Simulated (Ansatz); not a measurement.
Born–Oppenheimer molecular dynamics of H5N2 (7 atoms, charge 0, multiplicity 2). It starts at the highest image of a converged band. Of that band: The profile has 3 maxima (images 2, 5, 8) with wells between them (images 4, 6): this band takes more than one step, which may be the mechanism or a detour left from its start path. A vibrational analysis at the climbing image gives one clearly imaginary mode, 1199i cm⁻¹: a first-order saddle point.

Method: UKS BLYP-D4/def2-SVP (Ansatz 0.2.0).

```
ensemble                      : NVE (velocity Verlet)
time step                     : 0.5 fs
steps asked                   : 200
starting velocities drawn for : 300 K
seed                          : 7643
```

First frame:

```xyz
7
Properties=species:S:1:pos:R:3
H 0.530 -0.290 0.029
N 0.437 0.027 -1.193
N 0.117 -0.330 1.222
H 0.266 1.051 -1.223
H -0.459 -0.375 -1.531
H -0.838 -0.737 1.193
H -0.052 0.654 1.504
```

Task: How far do the bonds stretch over the last three quarters of this one trajectory? (Pairs bonded in most of those frames.)

Result: 
```
 bond  mean (Å)  spread (Å)  shortest  longest
H1–N2     1.039       0.036      0.98     1.10
N2–H4     1.033       0.023      0.99     1.07
N2–H5     1.032       0.019      1.00     1.07
N3–H6     1.048       0.022      1.01     1.08
N3–H7     1.049       0.015      1.02     1.08
```

Mean temperature of the second half: 170 K. The conserved energy stayed within 0.28 meV per atom of its start (net change 0.017 meV per atom), so the integration is sound. The temperature averaged 0.57 of the 300 K drawn at the start: a run that starts near a minimum puts about half its kinetic energy into the potential. A run of 0.1 ps of so small a system gives no equilibrium averages.

Run time: 5.1 min on 1 CPU thread of a shared host.
